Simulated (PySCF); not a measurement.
CF₄, SMILES FC(F)(F)F. Heavy atoms are numbered as in [F:1][C:2]([F:3])([F:4])[F:5].

Coordinates come from a B3LYP-D3(BJ)/def2-SVP optimisation.

The numbers are results of r2SCAN/def2-TZVPD in PySCF, not measurements.

Mulliken values depend strongly on the basis, most of all with diffuse functions as here. Atomic charges (e), one atom of each kind:

| atom | IAO | Mulliken |
|---|---|---|
| F1 | -0.26 | -0.20 |
| C2 | 1.06 | 0.79 |
